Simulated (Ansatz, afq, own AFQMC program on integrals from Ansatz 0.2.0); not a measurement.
# Fe⁺, sextet: AFQMC among the cluster methods

A free Fe cation.

Basis def2-TZVP. Noble-gas cores (and the filled d shells of Ga–Kr and In–Xe) are frozen. Ansatz 0.2.0 and our own AFQMC program on the same integrals; the CISD trial comes from CCSD amplitudes, and released means the phaseless constraint is let go. ± is one standard error of the sampling. The metal's outer-core s and p shells are frozen, which shifts wave-function levels against functionals.

Determinant: ROHF, the one that the program's search chose, which needn't be the lowest solution.

No full CI on the walks' own integrals is used here; CCSDTQ serves as the reference and is uncertain by about the last step of the cluster series.

Cautions: no relativity below Rb; outer-core shells of the metal frozen; CCSDTQ on the UHF determinant differs (64 meV lower), by its state or its frozen core.

```
T1 diagnostic                               : 0.0124
weight of the determinant in the CISD state : 0.974
size of the correlated space                : 7 electrons in 36 orbitals
```

```csv
level,correlation energy (eV)
MP2,-3.0766
CCSD,-3.2209
CCSD(T),-3.2643
```

(1) Estimate where AFQMC with the constraint released lies against CCSD(T) on the same integrals.

(1) 0.02 ± 0.04 kcal/mol above CCSD(T). The gap is under twice the noise, so this walk alone can't tell the two apart.

Reference: CCSDTQ, correlation energy -3.269 eV. The released energy is read at 4.20 1/Eh (meV from the phaseless value at times in 1/Eh: -1.9 ± 0.6 at 0.60, -1.8 ± 0.8 at 1.20, -4.0 ± 0.8 at 2.00, -1.5 ± 1.3 at 3.00, 0.9 ± 1.6 at 4.20).

```json
{"level": "CCSD(T)", "E − E(reference) (kcal/mol)": "0.11", "share of correlation (%)": "99.85"}
{"level": "CCSDT", "E − E(reference) (kcal/mol)": "0.03", "share of correlation (%)": "99.97"}
{"level": "CCSDT(Q)", "E − E(reference) (kcal/mol)": "0.01", "share of correlation (%)": "99.99"}
{"level": "ph-AFQMC/CISD", "E − E(reference) (kcal/mol)": "0.11 ± 0.02", "share of correlation (%)": "99.86"}
{"level": "released AFQMC", "E − E(reference) (kcal/mol)": "0.13 ± 0.04", "share of correlation (%)": "99.83"}
```

CCSDT and higher add their correlation energy to the determinant of the CCSD(T) run, since their own runs factorise the integrals more tightly (a shift of under 2 meV). A walk keeps the symmetry of its determinant, which the program's search chose and which needn't be the lowest solution, so a lower state of the same spin and another symmetry isn't excluded. Released energies are given only where the last usable release times agree within the noise; a slower fall can still hide under it.
